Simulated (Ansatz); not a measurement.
# SiO2+ (doublet): wave-function methods side by side, def2-TZVPP

An exercise on one series of results from a longer session: the logs are not shown, and one member is left open.

Computed with Ansatz 0.2.0, Gaussian basis. Level: def2-TZVPP, core rule «outside noble gas», up to 7 orbitals frozen.

The runs, in order: UHF; ROHF; CCSD(T) on UHF.

2 further runs of the same task are left out: 2 set aside as unsound or not needed.

**The geometry**

The geometry is a PBE0/def2-TZVP stationary point (not a proven minimum) of the parent state, kept for this charge and spin.

3 atoms, charge 1, spin multiplicity 2.

Atoms are counted from 1 here; the program's logs count them from 0.

Bond lengths: O1–O2 1.302 Å, O2–Si3 1.542 Å. Angles: O1–O2–Si3 180.0°.

Coordinates:

| atom | x (Å) | y (Å) | z (Å) |
| --- | --- | --- | --- |
| O1 | 0.00000 | 0.00000 | -1.38220 |
| O2 | 0.00000 | 0.00000 | -0.07980 |
| Si3 | 0.00000 | 0.00000 | 1.46200 |

The first run:

The input, in.yaml:

```yaml
crystal:
  periodic: [false, false, false]
  atoms:
    - {symbol: O, position_ang: [0.000000, 0.000000, -1.382200]}
    - {symbol: O, position_ang: [0.000000, 0.000000, -0.079800]}
    - {symbol: Si, position_ang: [0.000000, 0.000000, 1.462000]}
basis:
  gaussian: {orbitals: def2-TZVPP}
total_charge: 1
magnetization: {spin_polarized: true, initial_magnetization: 1}
hamiltonian: {xc: hf}
output: {orbitals: {seedname: orbitals}}
```

Launch:

```console
ansatz run in.yaml --threads 1 --pin off --events-out ev --progress --plain --max-ram 4096MiB --backend cpu
```

Steps of the session up to this table: UHF; ROHF; CCSD(T) on UHF.

One table of the session follows, with a row left open; its other results are not shown here.

| method | from UCCSD(T) (meV) |
| --- | --- |
| ROHF | +14573.3 |
| UHF | ? |
| UMP2 | +1216.1 |
| UCCSD | +586.2 |
| UCCSD(T) | 0 |

Q: Estimate the row for UHF from the others.

As computed: from UCCSD(T) (meV): +14412.3. In the column «from UCCSD(T) (meV)» it lies between UMP2 (+1216.1) and ROHF (+14573.3).
